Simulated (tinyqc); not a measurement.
Inside a calculation. Method: extended Hueckel theory, for NH3. Computed by tinyqc, a small Python program that keeps every step (integrals from PySCF). Settings: charge = 0, K = 1.75, multiplicity = 1. Command: `OMP_NUM_THREADS=1 python tinyqc.py 20354 20355 out.jsonl` (the two numbers bound the seeds that draw the settings). One thread of a shared host (Intel(R) Xeon(R) Processor @ 2.60GHz), about 0.01 s of CPU time with the checks.

## Overlaps

Geometry (angstrom):
```
atom          x          y         z
N      0.000000   0.000000  0.295000
H      0.915000   0.000000  0.000000
H     -0.458000   0.793000  0.000000
H     -0.458000  -0.793000  0.000000
```

Parameters chosen for this run:
```
element  shell  Slater exponent   H_ii (eV)
H           1s         1.300000  -13.600000
N           2s         1.950000  -26.000000
N           2p         1.950000  -13.400000
```

Slater orbitals, each expanded in six Gaussians scaled to its exponent.

overlap S, order 1N 2s, 1N 2px, 1N 2py, 1N 2pz, 2H 1s, 3H 1s, 4H 1s:
```
[[1.000000, 0.000000, 0.000000, 0.000000, 0.514909, 0.514444, 0.514444],
 [0.000000, 1.000000, 0.000000, 0.000000, 0.439160, -0.219538, -0.219538],
 [0.000000, 0.000000, 1.000000, 0.000000, 0.000000, 0.380118, -0.380118],
 [0.000000, 0.000000, 0.000000, 1.000000, -0.141587, -0.141406, -0.141406],
 [0.514909, 0.439160, 0.000000, -0.141587, 1.000000, 0.202444, 0.202444],
 [0.514444, -0.219538, 0.380118, -0.141406, 0.202444, 1.000000, 0.202302],
 [0.514444, -0.219538, -0.380118, -0.141406, 0.202444, 0.202302, 1.000000]]
```

## Wolfsberg-Helmholz matrix

diagonal H_ii (eV): [-26.000000, -13.400000, -13.400000, -13.400000, -13.600000, -13.600000, -13.600000]

K = 1.750000

H_ij = K' S_ij (H_ii + H_jj)/2 for i != j (the diagonal keeps H_ii), with K' = 1.75.

H (eV), order 1N 2s, 1N 2px, 1N 2py, 1N 2pz, 2H 1s, 3H 1s, 4H 1s:
```
[[-26.000000, 0.000000, 0.000000, 0.000000, -17.841607, -17.825482, -17.825482],
 [0.000000, -13.400000, 0.000000, 0.000000, -10.375157, 5.186592, 5.186592],
 [0.000000, 0.000000, -13.400000, 0.000000, 0.000000, -8.980278, 8.980278],
 [0.000000, 0.000000, 0.000000, -13.400000, 3.344996, 3.340709, 3.340709],
 [-17.841607, -10.375157, 0.000000, 3.344996, -13.600000, -4.818172, -4.818172],
 [-17.825482, 5.186592, -8.980278, 3.340709, -4.818172, -13.600000, -4.814793],
 [-17.825482, 5.186592, 8.980278, 3.340709, -4.818172, -4.814793, -13.600000]]
```

## Orbitals

valence electrons = 8

Solve H C = S C e through S^(-1/2); fill by pairs from the bottom, a degenerate level sharing its electrons equally; each orbital has its largest coefficient positive (the first on a tie).

orbital energies (eV): [-28.105086, -16.600862, -16.600022, -13.645979, 5.159306, 5.189220, 26.332322]

occupations: [2.000000, 2.000000, 2.000000, 2.000000, 0.000000, 0.000000, 0.000000]

coefficients, order 1N 2s, 1N 2px, 1N 2py, 1N 2pz, 2H 1s, 3H 1s, 4H 1s:
```
[[0.740809, -0.000037, 0.000000, 0.148111, 0.000000, -0.001490, 1.368524],
 [-0.000026, 0.634499, 0.000000, 0.000064, 0.000000, 1.080058, 0.001969],
 [0.000000, 0.000000, 0.634512, 0.000000, 1.079558, 0.000000, 0.000000],
 [0.019956, -0.000063, 0.000000, 0.971553, 0.000000, 0.000409, -0.405936],
 [0.154451, 0.438833, 0.000000, -0.056420, 0.000000, -1.056753, -0.763006],
 [0.154286, -0.219596, 0.380189, -0.056434, -0.915597, 0.529988, -0.759585],
 [0.154286, -0.219596, -0.380189, -0.056434, 0.915597, 0.529988, -0.759585]]
```

sum of one-electron energies = -149.903896 eV

## Mulliken analysis

P = C n C^T; charge = valence electrons (H 1, N 5) minus the sum of (P S)_ii on the atom; overlap population = 2 sum P_ij S_ij between two atoms.

charges: [-0.745330, 0.248516, 0.248407, 0.248407]

Overlap populations:
```
pair      value
2-1    0.736835
3-1    0.736429
3-2   -0.056160
4-1    0.736429
4-2   -0.056160
4-3   -0.056104
```
